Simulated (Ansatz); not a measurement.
# One shape, several levels: BH2 (boron dihydride)

Aim: a comparison of 6 runs (U-wB97M-V/6-311G**, UHSE06/6-311G**, RPA@PBE/3-21G, UCCSDT/3-21G, UCCSD(T)/3-21G, UCCSD(T)/6-311G**) of BH2 (boron dihydride). 

The results are computed with Ansatz 0.2.0.

58 further runs of the same task are left out: 58 set aside as unsound or not needed.

### 1 The structure to begin with

BH2: 3 atoms, total charge 0, spin state doublet. SMILES: `[BH2]`. The H3–B1 distance was set to 1.449 Å, away from the relaxed value.

Bond lengths: B1–H2 1.159 Å. A long bond or contact: B1–H3 1.449 Å.

### 2 A single-point energy at U-wB97M-V/6-311G(d,p) (run 1)

Contents of molecule.yaml:

```yaml
basis:
  gaussian:
    orbitals: 6-311G_st__st_.json
crystal:
  periodic: [false, false, false]
  atoms:
    - {symbol: B, position_ang: [0.464245, -0.003031, 0.258195]}
    - {symbol: H, position_ang: [0.481425, 1.148519, 0.390535]}
    - {symbol: H, position_ang: [-0.542860, -0.819090, -0.389630]}
magnetization:
  spin_polarized: true
  initial_magnetization: 1
hamiltonian:
  xc: {name: wB97M-V}
accuracy: high
```

The basis set 6-311G** is read from a file made from the Basis Set Exchange's data (not shown).

On the command line:

```console
$ ansatz run molecule.yaml --threads 1 --pin off --max-ram 2610MiB --events-out events.jsonl --progress --plain --runs-dir runs
```

Standard output:

```text
Warning: RAYON_NUM_THREADS=1 ignored (pool sized by the plan → 1); use --threads N
Functional definition: wB97M-V
  name "wB97M-V"
  parameter omega = 0.3/bohr
  parameter cx = 0.15
  parameter cx01 = 1.007
  parameter cx10 = 0.259
  parameter css00 = 0.443
  parameter css04 = -1.437
  parameter css10 = -4.535
  parameter css20 = -3.390
  parameter css43 = 4.278
  parameter cos00 = 1.000
  parameter cos10 = 1.358
  parameter cos20 = 2.924
  parameter cos21 = -8.812
  parameter cos60 = -1.390
  parameter cos61 = 9.142
  parameter b = 6.0
  parameter c = 0.01
  gx(w, u) = 1 - cx + cx01*u + cx10*w
  gss(w, u) = css00 + css04*u^4 + css10*w + css20*w^2 + css43*w^4*u^3
  gos(w, u) = cos00 + cos10*w + (cos20 + cos21*u)*w^2 + (cos60 + cos61*u)*w^6
  exchange = spin_sum(e_x_unif_sr(omega)*gx(b97_w, b97_u_x)) + cx*exact_x_sr(omega) + exact_x_lr(omega)
  correlation = spin_sum(e_c_pw_mod_same_spin*gss(b97_w, b97_u_same))
      + integral(e_c_pw_mod_opposite_spin*gos(b97_w_opposite, b97_u_opposite)) + vv10(b, c)
537 factors; integrals over basis functions are off by at most 3.5e-9 eV
160 factors; integrals over basis functions are off by at most 2.0e-9 eV
mean field evaluation 1: about -704.1759 eV, gradient 4.4e0 eV
mean field evaluation 2: about -704.3689 eV, gradient 1.2e0 eV
mean field evaluation 4: about -704.4060 eV, gradient 1.3e-1 eV
mean field evaluation 8: about -704.4080 eV, gradient 1.3e-2 eV
mean field evaluation 16: about -704.4080 eV, gradient 3.8e-6 eV
mean field -704.40799593 eV, -25.8865163854 hartree, gradient 3.4e-8 eV, S^2 0.750677; 1 other end points of the search recorded, 0 dependent functions left out
reference -704.40799901 eV, -25.8865164989 hartree; 4, 3 occupied and 26, 27 virtual orbitals, 537 factors
Total energy: -704.40799901 eV, -25.8865164989 hartree
```

It took 7.5 s on 1 thread of Arm Neoverse V1, shared host; peak memory 0.25 GiB.

### 3 The energy at UHSE06/6-311G(d,p) (run 2)

Contents of job.yaml:

```yaml
crystal:
  periodic: [false, false, false]
  atoms:
    - {symbol: B, position_ang: [0.464245, -0.003031, 0.258195]}
    - {symbol: H, position_ang: [0.481425, 1.148519, 0.390535]}
    - {symbol: H, position_ang: [-0.542860, -0.819090, -0.389630]}
basis:
  gaussian: {orbitals: 6-311G_st__st_.json}
magnetization: {spin_polarized: true, initial_magnetization: 1}
hamiltonian: {xc: {name: HSE06}}
accuracy: high
```

The basis set 6-311G** is read from a file made from the Basis Set Exchange's data (not shown).

On the command line:

```console
$ ansatz run job.yaml --threads 1 --pin off --max-ram 2610MiB --events-out events.jsonl --progress --plain --runs-dir runs
```

Standard output:

```text
Warning: RAYON_NUM_THREADS=1 ignored (pool sized by the plan → 1); use --threads N
Functional definition: HSE06
  name "HSE06"
  parameter a = 0.25
  parameter omega = 0.11/bohr
  exchange = pbe_x - a*pbe_x_sr(omega) + a*exact_x_sr(omega)
  correlation = pbe_c
537 factors; integrals over basis functions are off by at most 3.5e-9 eV
59 factors; integrals over basis functions are off by at most 2.1e-9 eV
mean field evaluation 1: about -703.6375 eV, gradient 6.1e0 eV
mean field evaluation 2: about -703.8849 eV, gradient 2.6e0 eV
mean field evaluation 4: about -703.9406 eV, gradient 1.2e-1 eV
mean field evaluation 8: about -703.9399 eV, gradient 2.3e-3 eV
mean field evaluation 16: about -703.9399 eV, gradient 1.6e-7 eV
mean field -703.93985652 eV, -25.8693125797 hartree, gradient 3.2e-8 eV, S^2 0.751421; 1 other end points of the search recorded, 0 dependent functions left out
reference -703.93985913 eV, -25.8693126755 hartree; 4, 3 occupied and 26, 27 virtual orbitals, 537 factors
Total energy: -703.93985913 eV, -25.8693126755 hartree
```

Run time: 1.2 s. Hardware: 1 thread of Arm Neoverse V1, shared host; peak memory 0.093 GiB.

Runs 3 to 5 aren't shown in full; the table further down has their settings and results.

### 4 The energy at UCCSD(T)/6-311G(d,p) (run 6)

Contents of input.yaml:

```yaml
crystal:
  periodic: [false, false, false]
  atoms:
    - {symbol: B, position_ang: [0.464245, -0.003031, 0.258195]}
    - {symbol: H, position_ang: [0.481425, 1.148519, 0.390535]}
    - {symbol: H, position_ang: [-0.542860, -0.819090, -0.389630]}
basis:
  gaussian: {orbitals: 6-311G_st__st_.json}
magnetization: {spin_polarized: true, initial_magnetization: 1}
correlation: {method: ccsd_t, frozen_orbitals: {B: 1, H: 0}}
accuracy: high
scf: {omitted_lower_state_checks: [cluster_reference, increment]}
```

The basis set 6-311G** is read from a file made from the Basis Set Exchange's data (not shown).

On the command line:

```console
$ ansatz run input.yaml --threads 1 --pin off --max-ram 2610MiB --events-out events.jsonl --progress --plain --runs-dir runs
```

Standard output (excerpt; [...] marks lines left out):

```text
Warning: RAYON_NUM_THREADS=1 ignored (pool sized by the plan → 1); use --threads N
Functional definition: HF
  name "HF"
[...]
537 factors; integrals over basis functions are off by at most 3.5e-9 eV
[...]
mean field -700.28458506 eV, -25.7349838311 hartree, gradient 1.9e-8 eV, S^2 0.752792; 2 other end points of the search recorded, 0 dependent functions left out
1 core orbitals not correlated: weight in the atoms' cores, before any rotation towards them, 1.000 or more for the frozen orbitals, at most 0.000 for the correlated occupied ones
reference -700.28458506 eV, -25.7349838311 hartree; 3, 2 occupied and 26, 27 virtual orbitals, 537 factors
second order -1.94606944 eV of doubles, -0.00000000 eV of singles
cycle   1  -2.33577604 eV  change   -3.9e-1 eV  update   4.6e-2
[...]
cycle  22  -2.50185664 eV  change   2.9e-10 eV  update  5.1e-10
perturbative correction -0.04432438 eV, -0.0016288910 hartree
Total energy: -702.83076609 eV, -25.8285542579 hartree
Checks for a lower state left out: cluster_reference, increment
```

Run time: 0.56 s. Hardware: 1 thread of Arm Neoverse V1, shared host; peak memory 0.093 GiB.

### 5 All runs side by side

| run | level | frozen core orbitals | energy (Eh) | ⟨S²⟩ | wall time |
| --- | --- | --- | --- | --- | --- |
| 1 | U-wB97M-V/6-311G** | – | -25.886516 | 0.751 | 7.5 s |
| 2 | UHSE06/6-311G** | – | -25.869313 | 0.751 | 1.2 s |
| 3 | RPA@PBE/3-21G | 1 | -25.678672 | 0.751 | 0.89 s |
| 4 | UCCSDT/3-21G | 1 | -25.637711 | 0.752 | 0.67 s |
| 5 | UCCSD(T)/3-21G | 1 | -25.637352 | 0.752 | 0.22 s |
| 6 | UCCSD(T)/6-311G** | 1 | -25.828554 | 0.753 | 0.56 s |

### 6 What came out

| quantity | value |
| --- | --- |
| run 6: total energy | -25.82855 Eh |
| run 6: correlation energy (1 core orbital frozen) | -93.6 mEh |
| run 6: (T) correction | -1.63 mEh |
| run 6: ⟨S²⟩ of the reference determinant | 0.753 |
| run 6: T1 diagnostic | 0.011 |

In words: Totals of different functionals can't be ranked against each other. All runs together took 11 s, the longest 7.5 s.
